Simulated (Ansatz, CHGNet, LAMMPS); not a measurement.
# How well does each level of theory give the TO(Γ) frequency of zinc-blende InP?

Reference value: 307 cm⁻¹ (measured, temperature not stated, not corrected to a static lattice; as tabulated in Ioffe Institute, NSM Archive: InP, mechanic properties page).

Task: Put these levels in order of the TO(Γ) frequency that they give for zinc-blende InP, smallest first: CHGNet-r²SCAN (CHGNet), LDA (Ansatz, a quantum-chemistry and plane-wave program), SNAP InP_JCPA2020.snap (LAMMPS), r²SCAN (Ansatz).

Result: CHGNet-r²SCAN (142 cm⁻¹), SNAP InP_JCPA2020.snap (292 cm⁻¹), r²SCAN (296 cm⁻¹), LDA (304 cm⁻¹)

Unless a cell is named, each level is at its own relaxed cell (CHGNet-r²SCAN 25.57, SNAP InP_JCPA2020.snap 24.76, LDA 24.73, r²SCAN 25.77 Å³/atom).

Differences against the reference: CHGNet-r²SCAN -54 %, SNAP InP_JCPA2020.snap -4.9 %, LDA -1.0 %, r²SCAN -3.6 %.

The reference has no zero-point or thermal correction, while the calculations are for a static lattice, so the differences are not the levels' errors alone.  Each level is taken at its own relaxed cell. Cutoffs and k meshes differ between the levels. Ansatz's density-functional and Hartree–Fock values are scalar-relativistic unless marked +SOC, with PAW data made under PBE.

Machine-learned potentials (CHGNet-r²SCAN, SNAP InP_JCPA2020.snap) are trained on DFT data, which may include these solids.

Differences are worked out from the printed values.
